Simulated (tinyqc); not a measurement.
Extended Hueckel theory, for CO, step by step. One step of it, computed by the program tinyqc.

Task: Mulliken analysis. P = C n C^T; charge = valence electrons (O 6, C 4) minus the sum of (P S)_ii on the atom; overlap population = 2 sum P_ij S_ij between two atoms.

coefficients:
```
,MO1,MO2,MO3,MO4,MO5,MO6,MO7,MO8
1C 2s,0.357490,-0.581014,0.000000,0.000000,0.435280,0.000000,0.000000,-1.200666
1C 2px,0.000000,0.000000,0.095841,0.434732,0.000000,-0.367458,0.872603,0.000000
1C 2py,0.000000,0.000000,0.434732,-0.095841,0.000000,0.872603,0.367458,0.000000
1C 2pz,0.149235,0.391895,0.000000,0.000000,-0.570386,0.000000,0.000000,-1.292265
2O 2s,0.712207,0.287815,0.000000,0.000000,0.103509,0.000000,0.000000,1.423039
2O 2px,0.000000,0.000000,0.166649,0.755914,0.000000,0.273179,-0.648718,0.000000
2O 2py,0.000000,0.000000,0.755914,-0.166649,0.000000,-0.648718,-0.273179,0.000000
2O 2pz,0.024102,0.593888,0.000000,0.000000,0.695266,0.000000,0.000000,-0.897261
```

occupations: 2.000000  2.000000  2.000000  2.000000  2.000000  0.000000  0.000000  0.000000

overlap S:
```
,1C 2s,1C 2px,1C 2py,1C 2pz,2O 2s,2O 2px,2O 2py,2O 2pz
1C 2s,1.000000,0.000000,0.000000,0.000000,0.465849,0.000000,0.000000,-0.347092
1C 2px,0.000000,1.000000,0.000000,0.000000,0.000000,0.294036,0.000000,0.000000
1C 2py,0.000000,0.000000,1.000000,0.000000,0.000000,0.000000,0.294036,0.000000
1C 2pz,0.000000,0.000000,0.000000,1.000000,0.531048,0.000000,0.000000,-0.279768
2O 2s,0.465849,0.000000,0.000000,0.531048,1.000000,0.000000,0.000000,0.000000
2O 2px,0.000000,0.294036,0.000000,0.000000,0.000000,1.000000,0.000000,0.000000
2O 2py,0.000000,0.000000,0.294036,0.000000,0.000000,0.000000,1.000000,0.000000
2O 2pz,-0.347092,0.000000,0.000000,-0.279768,0.000000,0.000000,0.000000,1.000000
```

Give: charges; Overlap populations.

Result:

charges: 1C 0.083, 2O -0.083

Overlap populations:
```
pair,value
2-1,1.623563
```
